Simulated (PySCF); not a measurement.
Computed with PySCF and rigid-rotor harmonic-oscillator thermochemistry at 1 bar. 'Table' is the NASA 1993 thermochemical table (part measured, part estimated). 6-31G* has spherical d functions here. Open shells (unrestricted): C3H7 (n-propyl) (multiplicity 2). B3LYP is the form with VWN-RPA correlation. No R ln 2 is added for the mirror-image form of C3H7 (n-propyl). The harmonic model lacks anharmonicity and excited electronic states, which grow with temperature; levels with a mode under 35 cm⁻¹ are left out. Internal rotation in C3H7 (n-propyl) is treated as a harmonic vibration of one conformer, which makes the entropy rough. The table's entry may be an old estimate for C3H7 (n-propyl) (not checked at source).

Harmonic frequencies at B3LYP/6-31G* (cm⁻¹): 120, 251, 368, 465, 762, 890, 930, 1064, 1092, 1187, 1285, 1380, 1437, 1489, 1501, 1528, 1536, 2938, 3034, 3046, 3111, 3118, 3160, 3258. Point group C1; S°(298 K) = 286.9 J/mol/K at this level.

Problem. Work out Cp and S° of gaseous C3H7 (n-propyl) at 500, 800, 1200, 1600, 2000 K from these, and set them beside the table.

Solution. 
```csv
T (K),Cp B3LYP/6-31G*,Cp table,S° B3LYP/6-31G*,S° table
500,107.7,106.1,333.2,334.8
800,145.1,142.7,392.5,393.5
1200,176.6,171.6,457.8,457.4
1600,195.2,189.4,511.4,509.3
2000,206.5,200.9,556.3,552.9
```
Units J/mol/K.
